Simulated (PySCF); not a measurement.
C3H4, SMILES C#CC.

Geometry: ωB97X-D3(BJ)/def2-TZVP.

Computed with PySCF with SMD-ωB97X/def2-SVP.

Solvation free energies are E(SMD) − E(gas) at the gas-phase geometry, for 1 M in both phases. In vacuum the dipole moment is 0.75 D.

```tsv
solvent	ΔG(solv) (kcal/mol)	its non-electrostatic (CDS) part	dipole (D)
water	-0.4	3.8	1.03
dimethylsulfoxide	(withheld)	(withheld)	(withheld)
chloroform	-3.2	-0.3	0.96
```

Some entries are withheld; supply them. (Estimate from the structure and the level; the computed values follow.)


- dimethylsulfoxide, ΔG(solv) (kcal/mol): -2.1
- dimethylsulfoxide, its non-electrostatic (CDS) part: 2.1
- dimethylsulfoxide, dipole (D): 1.03
